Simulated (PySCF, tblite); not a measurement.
**C4H3FO: geometry, infrared bands, NMR shifts and spin-spin couplings**

Aim: predict the infrared bands, NMR shifts and spin-spin couplings of C4H3FO (`C#CCC(=O)F`).

The runs use tblite 0.8.0 and PySCF 2.14.0, with density-fitted response routines of our own; the level of theory stands in each step. All values are computed, except where a source is named. Atoms count from 0, in the outputs and in this text.

## Step 1: Starting geometry

9 atoms, charge 0, multiplicity 1; geometry from: force field or distance geometry start.

Bonds of the start (Å): C0–C1 1.21, C1–C2 1.46, C2–C3 1.52, C3–O4 1.22, C3–F5 1.33, C0–H6 1.06, C2–H7 1.09, C2–H8 1.09.

## Step 2: Geometry optimisation with GFN2-xTB

The job: settings as JSON, then the geometry in Å.

```
{"job": {"kind": "relax", "xc": "GFN2-xTB", "basis": "xTB"}, "charge": 0, "multiplicity": 1}
C      2.156100     0.320700    -0.040300
C      1.024400    -0.109100    -0.082900
C     -0.325800    -0.662400    -0.111800
C     -1.390900     0.420300    -0.116300
O     -2.575400     0.213700    -0.341900
F     -1.051200     1.664500     0.227400
H      3.140300     0.716500    -0.012700
H     -0.460900    -1.251900    -1.018700
H     -0.503000    -1.306300     0.753900
```

On the command line:

```sh
$ OMP_NUM_THREADS=1 python probes_run.py task.json out
```

The driver reads the jobs from task.json and runs them one after another.

The program printed:

```text
step      E/eV     max force
  0    -511.74795    3.452
  1    -511.71021    4.702
  2    -511.85151    1.532
  3    -511.84096    1.937
  4    -511.87076    0.352
  5    -511.87532    0.278
  6    -511.88052    0.131
  7    -511.88146    0.098
  8    -511.88302    0.111
  9    -511.88380    0.116
 10    -511.88426    0.072
 11    -511.88451    0.055
 12    -511.88479    0.054
 13    -511.88507    0.059
 14    -511.88534    0.057
 15    -511.88555    0.054
 16    -511.88573    0.041
 17    -511.88589    0.045
 18    -511.88607    0.047
 19    -511.88634    0.077
 20    -511.88674    0.113
 21    -511.88722    0.113
 22    -511.88760    0.065
 23    -511.88775    0.031
 24    -511.88782    0.022
 25    -511.88789    0.030
 26    -511.88795    0.028
 27    -511.88800    0.020
 28    -511.88804    0.025
 29    -511.88810    0.029
 30    -511.88819    0.033
 31    -511.88835    0.043
 32    -511.88859    0.047
 33    -511.88886    0.054
 34    -511.88906    0.041
 35    -511.88923    0.040
 36    -511.88941    0.041
 37    -511.88968    0.064
 38    -511.89011    0.088
 39    -511.89070    0.095
 40    -511.89135    0.145
 41    -511.89182    0.123
 42    -511.89271    0.231
 43    -511.89358    0.210
 44    -511.89520    0.303
 45    -511.89732    0.101
 46    -511.89110    0.968
 47    -511.89914    0.104
 48    -511.90005    0.089
 49    -511.88537    1.453
 50    -511.90167    0.079
 51    -511.90284    0.074
 52    -511.88916    1.555
 53    -511.90484    0.057
 54    -511.90605    0.051
 55    -511.90368    0.871
 56    -511.90775    0.081
 57    -511.90834    0.127
 58    -511.90886    0.282
 59    -511.90914    0.184
 60    -511.90954    0.069
 61    -511.90999    0.037
 62    -511.91067    0.054
 63    -511.91123    0.125
 64    -511.91203    0.083
 65    -511.91282    0.103
 66    -511.91329    0.067
 67    -511.91362    0.155
 68    -511.91404    0.063
 69    -511.91444    0.086
 70    -511.91490    0.101
 71    -511.91541    0.179
 72    -511.91589    0.190
 73    -511.91639    0.148
 74    -511.91683    0.152
 75    -511.91708    0.103
 76    -511.91681    0.313
 77    -511.91743    0.038
 78    -511.91755    0.028
 79    -511.91763    0.106
 80    -511.91771    0.016
 81    -511.91773    0.016
 82    -511.91778    0.015
 83    -511.91780    0.016
 84    -511.91782    0.013
 85    -511.91783    0.011
 86    -511.91783    0.006
```

Wall time 0.33 s (1 thread of Arm Neoverse V1, shared host).

Step by step: (not every step is listed) (the energy doesn't fall at every step)

| step | energy from step 0 (eV) | largest force (eV/Å) |
| --- | --- | --- |
| 0 | 0.0000 | 3.4519 |
| 1 | 0.0377 | 4.7019 |
| 2 | -0.1036 | 1.5322 |
| 3 | -0.0930 | 1.9373 |
| 4 | -0.1228 | 0.3522 |
| 5 | -0.1274 | 0.2779 |
| 6 | -0.1326 | 0.1312 |
| 7 | -0.1335 | 0.0978 |
| 8 | -0.1351 | 0.1113 |
| 15 | -0.1376 | 0.0537 |
| 22 | -0.1397 | 0.0645 |
| 29 | -0.1402 | 0.0293 |
| 36 | -0.1415 | 0.0411 |
| 43 | -0.1456 | 0.2103 |
| 50 | -0.1537 | 0.0788 |
| 57 | -0.1604 | 0.1265 |
| 64 | -0.1641 | 0.0835 |
| 71 | -0.1675 | 0.1786 |
| 78 | -0.1696 | 0.0278 |
| 81 | -0.1698 | 0.0160 |
| 82 | -0.1698 | 0.0154 |
| 83 | -0.1698 | 0.0163 |
| 84 | -0.1699 | 0.0129 |
| 85 | -0.1699 | 0.0107 |
| 86 | -0.1699 | 0.0065 |

Close pairs (by a distance rule), those that changed most:

| bond | before (Å) | after (Å) | change (Å) |
| --- | --- | --- | --- |
| C3–O4 | 1.223 | 1.178 | -0.046 |
| C3–F5 | 1.335 | 1.362 | +0.027 |
| C2–C3 | 1.519 | 1.500 | -0.019 |
| C0–C1 | 1.211 | 1.196 | -0.016 |
| C0–H6 | 1.061 | 1.049 | -0.012 |
| C1–C2 | 1.459 | 1.454 | -0.006 |
| C2–H7 | 1.090 | 1.092 | +0.002 |
| C2–H8 | 1.093 | 1.094 | +0.000 |

The final coordinates are the input of the step that follows.

## Step 3: Harmonic vibrations with GFN2-xTB

The job: settings as JSON, then the geometry in Å.

```
{"job": {"kind": "ir", "xc": "GFN2-xTB", "basis": "xTB"}, "charge": 0, "multiplicity": 1}
C      2.066769     0.369100    -0.244572
C      0.985762    -0.128409    -0.127618
C     -0.344709    -0.697025     0.011152
C     -1.345893     0.407118    -0.158628
O     -2.062079     0.641930    -1.063707
F     -1.353047     1.221146     0.932856
H      3.025651     0.781864    -0.345067
H     -0.510545    -1.455929    -0.756162
H     -0.448349    -1.133801     1.008286
```

The program printed:

```text
mode    cm-1     km/mol
  1      36.2      0.77
  2     119.6      1.66
  3     289.8      0.46
  4     341.1      0.31
  5     396.6      0.82
  6     558.5     25.34
  7     643.3     24.75
  8     649.3     26.10
  9     695.5     35.25
 10     832.0    104.94
 11     936.9     11.99
 12     998.4     20.62
 13    1056.0    177.83
 14    1133.5     88.26
 15    1245.2     39.61
 16    1397.3     11.02
 17    1876.7    491.64
 18    2296.8      9.53
 19    2966.0      2.25
 20    2990.7      4.51
 21    3401.8     17.32
```

Run time: 0.15 s. Hardware: 1 thread of Arm Neoverse V1, shared host.

The strongest bands and the atoms that carry them (share of the mass-weighted mode):

| cm⁻¹ | km/mol | atoms |
| --- | --- | --- |
| 558 | 25.3 | O4 34 %, F5 25 %, C2 16 %, C3 15 % |
| 649 | 26.1 | H6 83 %, C0 12 % |
| 696 | 35.2 | C3 39 %, H6 29 %, O4 12 % |
| 832 | 104.9 | F5 42 %, C2 23 %, C3 13 %, H7 11 % |
| 1056 | 177.8 | C3 41 %, H8 28 %, C2 15 % |
| 1134 | 88.3 | H7 37 %, H8 34 %, C3 21 % |
| 1245 | 39.6 | H7 39 %, C2 35 %, H8 22 % |
| 1877 | 491.6 | C3 61 %, O4 38 % |

## Step 4: Nuclear shieldings: PBE0/pcSseg-1

Same as in step 3 but for these lines:

```diff
@@ -1,2 +1,2 @@
-{"job": {"kind": "ir", "xc": "GFN2-xTB", "basis": "xTB"}, "charge": 0, "multiplicity": 1}
+{"job": {"kind": "nmr", "xc": "PBE0", "basis": "pcSseg-1"}, "charge": 0, "multiplicity": 1}
 C      2.066769     0.369100    -0.244572
```

Method: GIAO PBE0/pcSseg-1 NMR shielding, non-relativistic, gas phase.

The program printed:

```text
coarse grid: 8376 points
cycle   1  E = -328.6206568986  dE =  1.029e+00  |g| = 9.225e-01  |ddm| = 2.902e+00
cycle   2  E = -328.1842854187  dE =  4.364e-01  |g| = 1.804e+00  |ddm| = 1.557e+00
cycle   3  E = -328.7713130504  dE = -5.870e-01  |g| = 2.523e-01  |ddm| = 1.077e+00
cycle   4  E = -328.7820940857  dE = -1.078e-02  |g| = 9.396e-02  |ddm| = 2.097e-01
cycle   5  E = -328.7834275876  dE = -1.334e-03  |g| = 2.873e-02  |ddm| = 5.877e-02
cycle   6  E = -328.7835825293  dE = -1.549e-04  |g| = 1.256e-02  |ddm| = 2.534e-02
cycle   7  E = -328.7836187884  dE = -3.626e-05  |g| = 3.345e-03  |ddm| = 9.199e-03
cycle   8  E = -328.7836209685  dE = -2.180e-06  |g| = 5.559e-04  |ddm| = 2.287e-03
final grid: 83760 points
cycle   9  E = -328.8382733988  dE = -1.695e-05  |g| = 1.082e-02  |ddm| = 3.179e-02
cycle  10  E = -328.8382216880  dE =  5.171e-05  |g| = 2.012e-02  |ddm| = 1.731e-02
cycle  11  E = -328.8382943518  dE = -7.266e-05  |g| = 2.264e-03  |ddm| = 1.127e-02
cycle  12  E = -328.8382953502  dE = -9.984e-07  |g| = 4.243e-04  |ddm| = 1.570e-03
cycle  13  E = -328.8382953775  dE = -2.726e-08  |g| = 2.046e-04  |ddm| = 3.779e-04
cycle  14  E = -328.8382953864  dE = -8.892e-09  |g| = 8.382e-05  |ddm| = 1.680e-04
cycle  15  E = -328.8382953877  dE = -1.378e-09  |g| = 1.017e-05  |ddm| = 5.499e-05
cycle  16  E = -328.8382953878  dE = -2.410e-11  |g| = 2.486e-06  |ddm| = 8.888e-06
converged SCF energy = -328.8382953878

GIAO shielding tensors (ppm)
atom      isotropic    diamagn.    paramagn.     s11        s22        s33       span
  0 C      105.733     255.855    -150.121     30.913     34.003    252.284    221.370
  1 C      109.116     264.789    -155.673     14.076     19.214    294.056    279.980
  2 C      160.237     246.040     -85.802    147.014    155.007    178.692     31.678
  3 C       21.238     249.682    -228.444    -99.111     49.539    113.285    212.396
  4 O     -129.953     398.412    -528.365   -397.724   -227.273    235.137    632.860
  5 F      115.086     476.847    -361.761   -118.831    183.347    280.743    399.574
  6 H       29.956      33.434      -3.478     24.900     25.013     39.955     15.055
  7 H       28.405      27.006       1.399     24.268     27.191     33.756      9.488
  8 H       28.216      26.756       1.460     25.032     26.563     33.054      8.022
```

Wall time 11 s (1 thread of Arm Neoverse V1, shared host); peak memory 0.51 GiB.

Shifts follow as δ = σ(reference) − σ, with reference shieldings (ppm) from runs at the same level and on the same kind of geometry: ¹H TMS 31.72, ¹³C TMS 186.9, ¹⁹F CFCl3 170.9, ¹⁷O H2O 336.1. The references are single molecules in the gas phase, so shifts against H2O, NH3, PH3, H3PO4 or CFCl3 are not on the usual liquid scales and can be off by tens of ppm. Atoms listed in one row are averaged.

| atoms | environment | σ (ppm) | δ (ppm) | δ scaled to CDCl3 |
| --- | --- | --- | --- | --- |
| C3 | carbonyl carbon | 21.2 | 165.7 | 159.8 |
| C0 | terminal alkyne carbon | 105.7 | 81.2 | 77.3 |
| C1 | alkyne carbon | 109.1 | 77.8 | 74.0 |
| C2 | sp3 CH2 α to a carbonyl | 160.2 | 26.7 | 24.1 |
| H7, H8 | hydrogen on an sp3 CH2 α to a carbonyl | 28.31 | 3.41 | 3.32 |
| H6 | hydrogen on a terminal alkyne carbon | 29.96 | 1.76 | 1.77 |
| O4 | carbonyl oxygen | -130.0 | 466.0 | – |
| F5 | fluorine bonded to C | 115.1 | 55.9 | – |

The scaled column applies a straight-line fit of computed shieldings to shifts measured in CDCl3, and one for carbons that bear F (root-mean-square error 0.16 ppm for H, 1.9 ppm for C).

Charges from the same density, by scheme (e):

| atoms | Mulliken | IAO | Hirshfeld | ESP fit |
| --- | --- | --- | --- | --- |
| C0 | -0.30 | -0.22 | -0.10 | -0.54 |
| C1 | 0.11 | -0.03 | -0.04 | 0.21 |
| C2 | -0.16 | -0.33 | -0.05 | -0.49 |
| C3 | 0.51 | 0.63 | 0.25 | 0.78 |
| O4 | -0.32 | -0.37 | -0.22 | -0.46 |
| F5 | -0.27 | -0.29 | -0.09 | -0.26 |

Mayer bond orders: C0–C1 2.58, C1–C2 1.04, C2–C3 1.00, C3–O4 2.10, C3–F5 0.97.

## Step 5: Indirect couplings: B3LYP/pcJ-1

Same as in step 4 but for these lines:

```diff
@@ -1,2 +1,2 @@
-{"job": {"kind": "nmr", "xc": "PBE0", "basis": "pcSseg-1"}, "charge": 0, "multiplicity": 1}
+{"job": {"kind": "j", "xc": "B3LYP", "basis": "pcJ-1"}, "charge": 0, "multiplicity": 1}
 C      2.066769     0.369100    -0.244572
```

Method: B3LYP/pcJ-1 indirect spin-spin coupling, non-relativistic, gas phase.

The program printed:

```text
coarse grid: 8376 points
cycle   1  E = -328.9969220389  dE =  9.818e-01  |g| = 9.942e-01  |ddm| = 2.857e+00
cycle   2  E = -328.4134176989  dE =  5.835e-01  |g| = 2.051e+00  |ddm| = 1.654e+00
cycle   3  E = -329.1599573300  dE = -7.465e-01  |g| = 3.128e-01  |ddm| = 1.222e+00
cycle   4  E = -329.1760563406  dE = -1.610e-02  |g| = 1.226e-01  |ddm| = 2.474e-01
cycle   5  E = -329.1781716660  dE = -2.115e-03  |g| = 3.948e-02  |ddm| = 7.297e-02
cycle   6  E = -329.1784600841  dE = -2.884e-04  |g| = 1.696e-02  |ddm| = 3.089e-02
cycle   7  E = -329.1785256228  dE = -6.554e-05  |g| = 4.531e-03  |ddm| = 1.162e-02
cycle   8  E = -329.1785295191  dE = -3.896e-06  |g| = 7.463e-04  |ddm| = 2.952e-03
final grid: 83760 points
cycle   9  E = -329.2410371392  dE = -1.338e-04  |g| = 7.240e-03  |ddm| = 2.333e-02
cycle  10  E = -329.2410223909  dE =  1.475e-05  |g| = 1.166e-02  |ddm| = 1.023e-02
cycle  11  E = -329.2410450517  dE = -2.266e-05  |g| = 2.068e-03  |ddm| = 6.666e-03
cycle  12  E = -329.2410457397  dE = -6.880e-07  |g| = 9.741e-04  |ddm| = 1.649e-03
cycle  13  E = -329.2410459022  dE = -1.625e-07  |g| = 2.962e-04  |ddm| = 6.375e-04
cycle  14  E = -329.2410459209  dE = -1.870e-08  |g| = 6.354e-05  |ddm| = 2.013e-04
cycle  15  E = -329.2410459217  dE = -7.882e-10  |g| = 1.772e-05  |ddm| = 4.483e-05
converged SCF energy = -329.2410459217

Indirect spin-spin couplings (Hz)
  i      j    bonds     total        FC       PSO       DSO        SD
  0 C    1 C    1    218.848   198.263     8.463     0.109    12.013
  0 C    2 C    2     12.616    12.807    -0.178    -0.135     0.122
  0 C    3 C    3      3.128     2.819     0.110    -0.026     0.225
  0 C    4 O    4     -0.371    -0.136    -0.041     0.037    -0.232
  0 C    6 H    1    268.873   268.961    -1.235     0.420     0.727
  0 C    7 H    3      4.394     4.197     0.730    -0.442    -0.091
  0 C    8 H    3      4.520     4.305     0.731    -0.435    -0.082
  1 C    2 C    1     73.160    73.945    -1.519     0.236     0.498
  1 C    3 C    2     -8.186    -7.810    -0.230     0.105    -0.251
  1 C    4 O    3     -0.955    -0.931    -0.110     0.029     0.056
  1 C    5 F    3     -5.285    -4.997    -0.487     0.059     0.139
  1 C    6 H    2     54.469    48.685     6.030    -1.207     0.961
  1 C    7 H    2    -12.109   -12.268     0.079    -0.092     0.173
  1 C    8 H    2    -14.558   -14.726     0.052    -0.068     0.183
  2 C    3 C    1     69.209    69.704    -1.507     0.334     0.679
  2 C    4 O    2     -1.759    -2.678     1.115     0.045    -0.241
  2 C    5 F    2     59.267    67.319    -8.215    -0.040     0.203
  2 C    6 H    3      3.749     3.598     0.552    -0.482     0.080
  2 C    7 H    1    146.860   145.236     0.570     0.907     0.146
  2 C    8 H    1    142.465   140.749     0.650     0.932     0.135
  3 C    4 O    1     20.888    13.169    12.256    -0.097    -4.440
  3 C    5 F    1   -424.751  -380.643   -46.637     1.017     1.512
  3 C    6 H    4     -2.718    -2.685     0.199    -0.203    -0.029
  3 C    7 H    2     -4.821    -4.632    -0.330     0.136     0.005
  3 C    8 H    2    -10.311   -10.511    -0.082     0.148     0.134
  4 O    5 F    2     65.872    -9.141    78.332     0.248    -3.567
  4 O    7 H    3     -0.138    -0.518     0.353     0.052    -0.025
  4 O    8 H    3     -1.898    -1.984    -0.196     0.311    -0.028
  5 F    7 H    3     22.591    22.965     1.430    -2.127     0.322
  5 F    8 H    3     -5.431    -4.123    -0.747     0.119    -0.680
  6 H    7 H    4     -3.879    -3.863     1.525    -1.582     0.041
  6 H    8 H    4     -4.172    -4.162     1.522    -1.575     0.043
  7 H    8 H    2    -15.099   -15.445     2.503    -2.369     0.212
```

Wall time 63 s (1 thread of Arm Neoverse V1, shared host); peak memory 0.76 GiB.

Couplings of 1 Hz or more, nine at most for each number of bonds, with means over like pairs (isotopes 13C, 19F, 1H, 17O):

| pair | bonds | J (Hz) | Fermi contact (Hz) | dihedral (°) |
| --- | --- | --- | --- | --- |
| C3–F5 | 1 | -424.8 | -380.6 | – |
| C0–H6 | 1 | 268.9 | 269.0 | – |
| C0–C1 | 1 | 218.8 | 198.3 | – |
| C2–H7 | 1 | 144.7 | 143.0 | – |
| C1–C2 | 1 | 73.2 | 73.9 | – |
| C2–C3 | 1 | 69.2 | 69.7 | – |
| C3–O4 | 1 | 20.9 | 13.2 | – |
| O4–F5 | 2 | 65.9 | -9.1 | – |
| C2–F5 | 2 | 59.3 | 67.3 | – |
| C1–H6 | 2 | 54.5 | 48.7 | – |
| H7–H8 | 2 | -15.1 | -15.4 | – |
| C1–H7 | 2 | -13.3 | -13.5 | – |
| C0–C2 | 2 | 12.6 | 12.8 | – |
| C1–C3 | 2 | -8.2 | -7.8 | – |
| C3–H7 | 2 | -7.6 | -7.6 | – |
| C2–O4 | 2 | -1.8 | -2.7 | – |
| F5–H7 | 3 | 8.6 | 9.4 | – |
| C1–F5 | 3 | -5.3 | -5.0 | -73 |
| C0–H7 | 3 | 4.5 | 4.3 | – |
| C2–H6 | 3 | 3.7 | 3.6 | – |
| C0–C3 | 3 | 3.1 | 2.8 | – |
| O4–H7 | 3 | -1.0 | -1.3 | – |
| H6–H7 | 4 | -4.0 | -4.0 | – |
| C3–H6 | 4 | -2.7 | -2.7 | – |

Quadrupole couplings from the field gradients of the same density:

| atom | isotope | eQq/h (MHz) | η |
| --- | --- | --- | --- |
| O4 | 17O | 9.770 | 0.48 |

Joined with the shifts from before (PBE0/pcSseg-1, scaled to CDCl3), the couplings predict the line list below for 400 MHz. H–H couplings in it are scaled by factors fitted to measured ones, so they differ from the table.

¹H NMR δ 3.32 (dd, J = 8.6, 4.0 Hz, 2H), 1.77 (t, J = 4.0 Hz, 1H). The letters are first-order; like nuclei with unlike couplings give more lines.

## Step 6: Results

| quantity | value |
| --- | --- |
| strongest single infrared mode (GFN2-xTB) | 1877 cm⁻¹, 492 km/mol |
| zero-point energy (GFN2-xTB) | 35.5 kcal/mol |
| ¹³C shifts against TMS (PBE0/pcSseg-1) | 165.7, 81.2, 77.8, 26.7 ppm |
| ¹H shifts against TMS (PBE0/pcSseg-1, means over atoms taken as alike) | 3.41, 1.76 ppm |
| ¹⁷O shifts against H2O (PBE0/pcSseg-1) | 466.0 ppm |
| ¹⁹F shifts against CFCl3 (PBE0/pcSseg-1) | 55.9 ppm |
| largest coupling of the table (B3LYP/pcJ-1) | ¹J(C,F) C3–F5, -424.8 Hz |

What this shows: Relaxing lowered the energy by 0.170 eV in 86 steps; the close pair that moved most is C3–O4, from 1.223 to 1.178 Å. No mode is imaginary among the 21: a minimum at this level. The strongest single mode, at 1877 cm⁻¹, moves mainly C3 and O4. GFN2-xTB is a fitted tight-binding method: band positions and strengths are rough. Its intensities can rank the bands wrongly. At PBE0/pcSseg-1: The largest span, 633 ppm, is at O4, where the paramagnetic term is -528 ppm. In the run at B3LYP/pcJ-1, the largest coupling of the table is C3–F5, -424.8 Hz, of which the Fermi-contact term gives -380.6 Hz. Couplings across rotatable bonds belong to this one conformer; where others are populated, the observed values are averages.
